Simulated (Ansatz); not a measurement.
in.yaml

```yaml
crystal:
  periodic: [false, false, false]
  atoms:
    - {symbol: Si, position_ang: [-0.146372, 0.000001, 0.851164]}
    - {symbol: B, position_ang: [0.152350, -0.000002, -2.500096]}
    - {symbol: H, position_ang: [1.222231, -2.078175, 1.549293]}
    - {symbol: H, position_ang: [1.222232, 2.078177, 1.549290]}
basis:
  gaussian: {orbitals: def2-mTZVP}
magnetization: {spin_polarized: true, initial_magnetization: 1}
correlation: {method: bccd_t, electrons: outside_noble_gas}
```

```sh
$ ansatz run in.yaml --threads 1 --pin off --events-out ev --progress --plain --max-ram 2393MiB
```

Output:

```
428 factors; integrals over basis functions are off by at most 4.7e-4 eV
mean field evaluation 1: about -8550.9342 eV, gradient 9.4e0 eV
mean field evaluation 2: about -8550.9346 eV, gradient 9.4e0 eV
mean field evaluation 4: about -8553.0550 eV, gradient 2.5e0 eV
mean field evaluation 8: about -8553.7197 eV, gradient 7.2e-1 eV
mean field evaluation 16: about -8555.3358 eV, gradient 1.3e-1 eV
mean field evaluation 32: about -8555.2586 eV, gradient 3.3e-2 eV
mean field evaluation 64: about -8552.7346 eV, gradient 3.7e0 eV
mean field evaluation 96: about -8553.6895 eV, gradient 1.4e-4 eV
mean field evaluation 128: about -8555.0453 eV, gradient 1.9e-1 eV
mean field evaluation 160: about -8555.3362 eV, gradient 2.4e-6 eV
...
cycle  29  -4.24594990 eV  change    2.2e-5 eV  update   1.0e-4
cycle  30  -4.24595584 eV  change   -5.9e-6 eV  update   8.2e-5
cycle  31  -4.24595871 eV  change   -2.9e-6 eV  update   6.6e-5
cycle  32  -4.24596489 eV  change   -6.2e-6 eV  update   5.5e-5
cycle  33  -4.24594656 eV  change    1.8e-5 eV  update   4.6e-5
cycle  34  -4.24591369 eV  change    3.3e-5 eV  update   3.5e-5
cycle  35  -4.24588129 eV  change    3.2e-5 eV  update   2.7e-5
cycle  36  -4.24584789 eV  change    3.3e-5 eV  update   1.9e-5
cycle  37  -4.24583571 eV  change    1.2e-5 eV  update   1.3e-5
cycle  38  -4.24582775 eV  change    8.0e-6 eV  update   9.4e-6
perturbative correction -0.27513274 eV, -0.0101109418 hartree
Total energy: -8559.55147637 eV, -314.5577148842 hartree
```

Ran on 1 thread of Intel Xeon 6975P-C, shared host: 16 s wall, 0.21 GiB peak host memory.
